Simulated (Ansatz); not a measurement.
Relaxation of H6NSi (8 atoms, charge 0, multiplicity 2), to a largest force component of 0.03 eV/Å in at most 50 steps.

All numbers below come from UKS LDA/def2-SVP in Ansatz.

```xyz
8
Properties=species:S:1:pos:R:3
Si -0.108 0.236 0.137
H -0.792 0.556 2.689
H 1.399 0.151 0.182
H -0.513 0.955 -1.129
H -0.650 -1.174 0.090
N -0.048 -0.060 3.083
H -0.150 -0.994 2.665
H 0.863 0.329 2.804
```

**Question.** Where does it end, and by what steps?

**Answer.** The forces met the threshold. After 5 steps the energy has fallen by 0.005 eV; H2 moved furthest, 0.07 Å.

```tsv
step	energy less start (eV)	largest force component (eV/Å)	accepted
0	0.0000	0.360	yes
1	-0.0024	0.254	yes
2	-0.0032	0.230	yes
3	-0.0022	0.090	no
4	-0.0049	0.075	yes
5	-0.0052	0.008	yes
```

```xyz
8
Properties=species:S:1:pos:R:3
Si -0.108 0.241 0.130
H -0.785 0.572 2.760
H 1.400 0.180 0.194
H -0.511 0.931 -1.155
H -0.631 -1.177 0.102
N -0.042 -0.067 3.073
H -0.188 -0.988 2.642
H 0.867 0.308 2.776
```

Run time: 7.4 s on 1 thread of Arm Neoverse V2, with other jobs on the host, peak memory 0.11 GiB.
